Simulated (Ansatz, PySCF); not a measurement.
Species: CF3, charge 0, doublet. CF3 (SMILES F[C](F)F, doublet).
B3LYP-D3(BJ)/def2-TZVP minimum from Ansatz (a quantum-chemistry and plane-wave program):
```xyz
4

C      0.0017    -0.0026     0.3251
F     -0.0171     1.2604    -0.0619
F      1.0990    -0.6148    -0.0830
F     -1.0831    -0.6438    -0.0717
```
Charge 0, spin multiplicity 2.

Quantity: enthalpy of formation at 298 K (by atomisation, with ideal-gas terms from PySCF's Hessian at B3LYP-D3(BJ)/def2-TZVP and the atoms' measured values of the G2/97 table; no spin-orbit terms), in kcal/mol. Radicals and triplets start from unrestricted determinants; spin-orbit coupling is neglected. CBS(X,Y): correlation extrapolated as X^-3, Hartree-Fock from the larger set. A bracket is a step between two methods taken in the basis named. Functionals run without relativity, which enters their misses. 'core' is core correlation in cc-pwCVTZ, 'X2C' scalar relativity in cc-pVTZ-DK, both at CCSD(T).

Measured: -111.9 kcal/mol, -468.2 kJ/mol (Active Thermochemical Tables 1.112 (ions: stationary electron), as tabulated in the package chemicals); atomic spin-orbit terms, which the calculations lack, would raise the computed values.

Task: What does PBE/def2-TZVPD (Ansatz) give here, and how do the other levels compare?

Result: PBE gives -139.2 kcal/mol, 27.3 kcal/mol below it. Errors of the others: r2SCAN/def2-TZVPD (Ansatz) -9.9; PBE0/def2-TZVPD (Ansatz) -6.1; wB97M-V/def2-TZVPD (Ansatz) -2.0; CCSD(T)/CBS(cc-pVTZ,cc-pVQZ) + core + X2C (Ansatz) -0.8; CCSD(T)/CBS(cc-pVTZ,cc-pVQZ) + [CCSDT(Q) - CCSD(T)]/cc-pVDZ + core + X2C (Ansatz) -1.5 kcal/mol. Nearer than PBE: r2SCAN/def2-TZVPD, PBE0/def2-TZVPD, wB97M-V/def2-TZVPD, CCSD(T)/CBS(cc-pVTZ,cc-pVQZ) + core + X2C, CCSD(T)/CBS(cc-pVTZ,cc-pVQZ) + [CCSDT(Q) - CCSD(T)]/cc-pVDZ + core + X2C.
